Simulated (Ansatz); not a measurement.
I need a relaxed scan of one distance of CH4OSi, SMILES C[Si]O. Use Ansatz's Python interface. Use (for the species named): PBE, def2-SVP basis, multiplicity 1, D3BJ dispersion.

```yaml
atoms:
  - { symbol: C, position_ang: [-0.6779, 0.4529, -0.2995] }
  - { symbol: Si, position_ang: [1.0462, 0.0809, -0.5784] }
  - { symbol: O, position_ang: [1.5327, -1.2015, 0.3228] }
  - { symbol: H, position_ang: [-1.2992, -0.3359, -0.5722] }
  - { symbol: H, position_ang: [-1.0290, 1.3420, -0.9454] }
  - { symbol: H, position_ang: [-0.9206, 0.7742, 0.7324] }
  - { symbol: H, position_ang: [1.4092, -1.1806, 1.2947] }
```

The script, `relaxed_scan.py`:
```python
'''One bond of CH4OSi held at set lengths while the rest relaxes.'''

import ansatz as az
import numpy as np

BASIS = 'def2-SVP'
XC = 'pbe'
DISPERSION = 'd3bj'

GEOMETRY = '''
C    -0.67790    0.45290   -0.29950
Si    1.04620    0.08090   -0.57840
O     1.53270   -1.20150    0.32280
H    -1.29920   -0.33590   -0.57220
H    -1.02900    1.34200   -0.94540
H    -0.92060    0.77420    0.73240
H     1.40920   -1.18060    1.29470
'''

geometry = az.Crystal.molecule()
for line in GEOMETRY.strip().splitlines():
    symbol, *xyz = line.split()
    geometry = geometry.atom(symbol, [float(v) for v in xyz])

model = (
    geometry.calculation()
    .basis(gaussian=BASIS)
    .functional(XC, dispersion=DISPERSION)
)
symbols = [site.symbol for site in geometry.cartesian_sites]
pairs = [(0, 1), (0, 3), (0, 4), (0, 5), (1, 2), (2, 6)]
print('held (A)   E (eV)        ', '  '.join(f'{symbols[i]}{i}-{symbols[j]}{j}' for i, j in pairs))
for length in [0.96, 1.04, 1.12, 1.25, 1.4]:
    data = model.relax(constraints=[az.DistanceConstraint((0, 3), at=length)], force_tolerance=0.02, max_steps=60).run(threads=1).report
    xyz = np.array(data['positions_ang'])
    print(f'{length:6.2f} {data["free_energy_ev"]:14.5f}  ', '  '.join(f'{np.linalg.norm(xyz[i] - xyz[j]):.3f}' for i, j in pairs))
```

```console
$ python relaxed_scan.py
held (A)   E (eV)         C0-Si1  C0-H3  C0-H4  C0-H5  Si1-O2  O2-H6
DeckWarning: relax.constraints: the input's atoms, or those drawn, lie off the distances that are held; a relaxation that starts there is brought onto them ahead of its first SCF, by positions alone, an atom by 4.02e-2 Å at the most. With the symmetry detection on, the symmetry is detected on the input's atoms as so brought (as typed, where only the drawn atoms reach the distances), and notices that speak of the structure as typed mean those atoms
  0.96   -11013.71585   1.933  0.960  1.110  1.116  1.694  0.978
  1.04   -11014.11329   1.935  1.040  1.109  1.115  1.694  0.978
  1.12   -11014.20831   1.932  1.120  1.110  1.113  1.693  0.978
  1.25   -11013.99910   1.927  1.250  1.109  1.112  1.693  0.978
  1.40   -11013.50062   1.918  1.400  1.109  1.112  1.692  0.978
```
(Warnings from the package without file and line, repeats left out.)

Reading the output:
- Total energies depend on the basis set; only differences at equal settings carry meaning.
- The energies are electronic: no zero-point or thermal terms, and the basis set is short of its limit.
- It ran for 78 s on 1 thread of Arm Neoverse V2, on a shared host, peak memory 0.21 GiB.

(Lines on the test bed's own set-up are left out of the output.)
